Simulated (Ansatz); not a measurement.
Process, species as SMILES: FSF + 2 [H][H] (H2) → 2 F (HF) + S (H2S)
B3LYP-D3(BJ)/def2-TZVP geometries, fixed; electronic energies without zero-point terms.

Basis-set convergence of the energy of full hydrogenation at wB97M-V with Ansatz (a first-principles code). Cartesian d functions, on some or all atoms, in 6-31G*, 6-31+G*, 6-311+G**; all else is spherical. The program fits the integrals of some runs and decomposes those of others, by size. The functional holds VV10 correlation; no added dispersion term, no relativity. Functions are those of the species that has most. Reference: the value in aug-cc-pV(5+d)Z, -66.65 kcal/mol, itself unsure by roughly 0.14 kcal/mol (its mean distance from pcseg-4, aug-pcseg-3, aug-cc-pV(Q+d)Z). Deviations are taken from unrounded values. Cost is core time over that of def2-SV(P), rough, on shared machines of one kind.

```json
[
 {"basis": "def2-SV(P)", "functions": "46", "energy of full hydrogenation (kcal/mol)": "-48.88", "minus reference (kcal/mol)": "17.77", "cost": "1×"},
 {"basis": "def2-SVP", "functions": "46", "energy of full hydrogenation (kcal/mol)": "-69.97", "minus reference (kcal/mol)": "-3.32", "cost": "1×"},
 {"basis": "pcseg-1", "functions": "46", "energy of full hydrogenation (kcal/mol)": "-72.30", "minus reference (kcal/mol)": "-5.65", "cost": "1×"},
 {"basis": "6-31G*", "functions": "49", "energy of full hydrogenation (kcal/mol)": "-50.11", "minus reference (kcal/mol)": "16.54", "cost": "1×"},
 {"basis": "6-31+G*", "functions": "61", "energy of full hydrogenation (kcal/mol)": "-63.64", "minus reference (kcal/mol)": "3.01", "cost": "1×"},
 {"basis": "aug-pcseg-1", "functions": "73", "energy of full hydrogenation (kcal/mol)": "-78.63", "minus reference (kcal/mol)": "-11.98", "cost": "1×"},
 {"basis": "6-311+G**", "functions": "75", "energy of full hydrogenation (kcal/mol)": "-82.90", "minus reference (kcal/mol)": "-16.24", "cost": "1×"},
 {"basis": "aug-cc-pV(D+d)Z", "functions": "78", "energy of full hydrogenation (kcal/mol)": "-77.71", "minus reference (kcal/mol)": "-11.06", "cost": "1×"},
 {"basis": "def2-TZVP", "functions": "99", "energy of full hydrogenation (kcal/mol)": "-63.30", "minus reference (kcal/mol)": "3.35", "cost": "1×"},
 {"basis": "def2-TZVPP", "functions": "104", "energy of full hydrogenation (kcal/mol)": "-66.16", "minus reference (kcal/mol)": "0.49", "cost": "2×"},
 {"basis": "def2-TZVPD", "functions": "126", "energy of full hydrogenation (kcal/mol)": "-66.19", "minus reference (kcal/mol)": "0.46", "cost": "2×"},
 {"basis": "def2-TZVPPD", "functions": "131", "energy of full hydrogenation (kcal/mol)": "-68.04", "minus reference (kcal/mol)": "-1.39", "cost": "2×"},
 {"basis": "aug-cc-pV(T+d)Z", "functions": "147", "energy of full hydrogenation (kcal/mol)": "-67.20", "minus reference (kcal/mol)": "-0.54", "cost": "2×"},
 {"basis": "cc-pV(Q+d)Z", "functions": "174", "energy of full hydrogenation (kcal/mol)": "-64.90", "minus reference (kcal/mol)": "1.75", "cost": "2×"},
 {"basis": "pcseg-3", "functions": "184", "energy of full hydrogenation (kcal/mol)": "-66.66", "minus reference (kcal/mol)": "-0.01", "cost": "3×"},
 {"basis": "def2-QZVPPD", "functions": "211", "energy of full hydrogenation (kcal/mol)": "-66.88", "minus reference (kcal/mol)": "-0.23", "cost": "2×"},
 {"basis": "aug-cc-pV(Q+d)Z", "functions": "249", "energy of full hydrogenation (kcal/mol)": "-66.82", "minus reference (kcal/mol)": "-0.17", "cost": "4×"},
 {"basis": "pcseg-4", "functions": "307", "energy of full hydrogenation (kcal/mol)": "-66.48", "minus reference (kcal/mol)": "0.18", "cost": "6×"}
]
```
